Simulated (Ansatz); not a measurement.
Isolated molecules relaxed with PBE0-D4/def2-TZVP in Ansatz; ΔE leaves out vibrations. CBS: MP2 limit from def2 TZ/QZ plus the TZ coupled-cluster correction, frozen cores. This one scheme is used for every species. Functionals use def2-TZVPP. Each species was taken in one conformer, which may not be the lowest.

`CCC(O)(F)F` + H₂O → `OCC(O)(F)F` + CH₄  (formal hydrolysis of a C–C bond)

CCSD(T)/CBS gives +51.4 kJ/mol.

(1) Another level gave +41.1 kJ/mol. Which?
A. MP2/def2-TZVPP
B. SCS-MP2/def2-TZVPP
C. B2PLYP/def2-TZVPP
D. HF/def2-TZVPP

Largest T1 diagnostic among the species: 0.011.

## Answers

(1) C. B2PLYP 41.1, MP2/def2-TZVPP 51.9, HF/def2-TZVPP 34.3, SCS-MP2/def2-TZVPP 46.8 kJ/mol.

In def2-TZVPP, CCSD(T) changes the Hartree–Fock value by +11.9 kJ/mol (the triples alone add +0.4 kJ/mol) and MP2 by +17.6 kJ/mol. From PBE to PBE0 (25 % exact exchange), in def2-TZVPP and without D4, ΔE moves by +3.1 kJ/mol.
